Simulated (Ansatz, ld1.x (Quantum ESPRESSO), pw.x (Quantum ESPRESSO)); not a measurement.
**Equation-of-state test of one PAW potential (vanadium)**

```json
{
  "Element": "V (Z = 23)",
  "Generator": "ld1.x (Quantum ESPRESSO) 7.5",
  "Type": "PAW",
  "Functional": "LDA (PW92)",
  "Relativity": "scalar-relativistic",
  "Frozen core": "[Ar]",
  "Valence charge": "5",
  "Reference configuration": "3d3 4s0 4p0 (charge +2)",
  "Partial waves": "4s (bound, empty): rcut 1.80, rcutus 2.40 bohr; 4s channel at 2.65 Ry: rcut 1.80, rcutus 2.40 bohr; 4p (bound, empty): rcut 1.95, rcutus 2.60 bohr; 4p channel at 3.7 Ry: rcut 1.95, rcutus 2.60 bohr; 3d (bound): rcut 1.95, rcutus 2.26 bohr; 3d channel at 1.1 Ry: rcut 1.95, rcutus 2.26 bohr",
  "Local potential": "all-electron potential smoothed inside 1.85 bohr (lloc = -2)",
  "Core correction": "Bessel-smoothed model core inside 1.40 bohr",
  "Augmentation charge": "BESSEL, radius 1.95 bohr"
}
```

Atomic tests: cutoffs needed: 18 Ry and 30 Ry (the cutoffs (Ry, on a coarse ladder) from which the occupation-weighted sum of valence levels, in a spherical-Bessel basis at the reference potential, stays within 10 and 1 mRy of its value at 400 Ry); ghost test: no extra level below or beside the all-electron valence levels (s, p, d, f tested) (spherical-Bessel basis up to 400 Ry, 20 bohr box); configuration tests: test run stopped at test 1 of 9 (negative rho).

Crystal test: bcc V in pw.x 7.5, no spin, 16³ k-points, Fermi–Dirac smearing 0.01 Ry, cutoffs 40/320 Ry. The reference is all-electron LAPW (Ansatz 0.2.0) with the same functional, mesh and smearing; V0 and B0 come from Birch–Murnaghan fits to the pressures at five volumes. Errors are pseudo minus all-electron; Δ is the rms difference of the E(V) curves that follow from these fits, minima aligned, over ±6 % about the mean V0. Mesh and smearing are coarse, so the numbers serve the comparison and aren't converged zero-temperature values; the lattice is a test structure that the element need not adopt.

All-electron: a0 = 2.929 Å (V0 = 12.57 Å³/atom), B0 = 206.3 GPa.

Q: How far does the potential miss the all-electron equation of state?

A: mean pressure error (GPa): +5.08; a0 (Å): 2.952; a0 error (%): +0.78; B0 error (%): -1.2; Δ (meV/atom): 13.3. The largest radius (2.60 bohr) exceeds half the bond length (2.39 bohr), so the spheres overlap, which is one possible source of error among others. This is a poor potential for the solid. Atomic configuration tests: test run stopped at test 1 of 9 (negative rho).

```json
{"V (Å³/atom)": "11.850", "P all-electron (GPa)": "13.47", "P pseudo (GPa)": "19.35"}
{"V (Å³/atom)": "12.162", "P all-electron (GPa)": "7.15", "P pseudo (GPa)": "12.62"}
{"V (Å³/atom)": "12.474", "P all-electron (GPa)": "1.53", "P pseudo (GPa)": "6.58"}
{"V (Å³/atom)": "12.786", "P all-electron (GPa)": "-3.47", "P pseudo (GPa)": "1.21"}
{"V (Å³/atom)": "13.098", "P all-electron (GPa)": "-7.92", "P pseudo (GPa)": "-3.59"}
```

Q: At the middle volume, how do free energy and pressure move when the wave cutoff is lowered (ecutrho held at 320 Ry)?

A:

```csv
cutoff (Ry),shift of F (meV/atom),shift of P (GPa)
18,+242.5,-19.76
24,+13.2,-0.15
32,+4.7,-0.33
```

The 8 pw.x runs together took about 70 s on one core of a shared server CPU.
